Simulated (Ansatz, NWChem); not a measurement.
# Worked example: the enthalpy of formation of C3H5N (propanenitrile)

The species is C3H5N (9 atoms), meant as a singlet with charge 0. SMILES: `CCC#N`. The coordinates come from a PBE0-D4/def2-TZVP relaxation.

Total energies at B3LYP/6-31G* (Cartesian functions) (NWChem 7.3.0); the atoms run unrestricted:

```
species    state  energy (Eh)
  C3H5N  singlet  -172.068122
      C  triplet   -37.846280
      N  quartet   -54.584490
      H  doublet    -0.500273
```

Harmonic wavenumbers at PBE0-D4/def2-TZVP, in cm⁻¹: 213, 220, 400, 558, 787, 857, 1038, 1096, 1110, 1287, 1347, 1410, 1464, 1490, 1498, 2383, 3066, 3070, 3104, 3150, 3153.

Measured heats of formation of the gaseous atoms at 298.15 K, in kJ/mol: C 716.9, N 472.4, H 218.0. Take 1 Eh = 2625.50 kJ/mol, 1 cm⁻¹ = 0.0119627 kJ/mol, RT = 2.479 kJ/mol.

Problem. Work out the heat of formation of the gas at 298 K.

Solution. 
1. Electronic atomisation energy: 3 × (-37.846280) + (-54.584490) + 5 × (-0.500273) − (-172.068122) = 1.443427 Eh = 3789.7 kJ/mol.
2. Zero-point energy: half the sum of the wavenumbers, 16350.5 cm⁻¹ = 195.6 kJ/mol.
3. Thermal vibrational enthalpy, Σ hcν̃/(exp(hcν̃/kT) − 1): 4.8 kJ/mol. Translation, rotation and pV of a non-linear molecule: 4 RT = 9.9 kJ/mol.
4. The 9 free atoms carry 5/2 RT each: 55.8 kJ/mol.
5. Spin-orbit coupling lowers the free atoms by 3 × 0.02 = 0.1 kJ/mol.
6. Atomisation enthalpy at 298 K: 3789.7 − 0.1 − 195.6 − 4.8 − 9.9 + 55.8 = 3635.1 kJ/mol.
7. Sum of the atoms' heats of formation: 3713.1 kJ/mol. Heat of formation: 3713.1 − 3635.1 = +78.0 kJ/mol.

The tabulated value is +51.7 kJ/mol (CRC Handbook of Chemistry and Physics), so this level is off by +26.3 kJ/mol, or 0.7 % of the atomisation enthalpy that the table implies (3661.3 kJ/mol). Anharmonicity and any spin-orbit splitting of the molecule are left out.
